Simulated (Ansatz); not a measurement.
Relaxation of BH₅O₂ (8 atoms, charge 0, multiplicity 1), to a largest force component of 0.03 eV/Å in at most 50 steps.

Computed with Ansatz 0.2.0, RKS r2SCAN-D4/6-31G*.

```xyz
8
Properties=species:S:1:pos:R:3:forces:R:3
B -0.165 0.385 -0.350 -0.02 -0.23 0.09
O -0.015 0.024 2.226 -0.02 0.68 -0.43
H -0.980 -0.094 2.216 0.10 0.02 -0.01
H 0.814 -0.233 -0.661 0.04 0.02 -0.04
O -1.417 -0.104 -0.556 0.00 -0.05 -0.08
H -1.383 -0.992 -0.945 -0.03 0.05 0.07
H -0.114 1.502 0.076 0.01 0.24 -0.13
H 0.091 0.929 1.842 -0.08 -0.73 0.53
```

Question: Where does it end, and by what steps?

Answer: The forces met the threshold. After 11 steps the energy has fallen by 0.133 eV; O2 moved furthest, 0.43 Å.

| step | energy less start (eV) | largest force component (eV/Å) | accepted |
| --- | --- | --- | --- |
| 0 | 0.0000 | 0.733 | yes |
| 1 | -0.0111 | 1.947 | yes |
| 2 | 0.0736 | 3.096 | no |
| 3 | -0.0436 | 1.876 | yes |
| 4 | -0.0902 | 0.994 | yes |
| 5 | -0.1157 | 0.252 | yes |
| 6 | -0.1268 | 0.134 | yes |
| 7 | -0.1304 | 0.156 | yes |
| 8 | -0.1310 | 0.178 | yes |
| 9 | -0.1316 | 0.071 | yes |
| 10 | -0.1326 | 0.032 | yes |
| 11 | -0.1326 | 0.012 | yes |

```xyz
8
Properties=species:S:1:pos:R:3
B -0.158 0.396 -0.204
O -0.046 0.002 1.798
H -1.015 -0.071 1.856
H 0.816 -0.222 -0.548
O -1.431 -0.119 -0.430
H -1.374 -1.040 -0.721
H -0.116 1.594 -0.074
H 0.155 0.875 2.172
```

Whether the end is a true minimum wasn't checked by a vibrational analysis.

Time of the run: 25 s on 1 thread of Arm Neoverse V2 (shared host), peak memory 0.11 GiB.
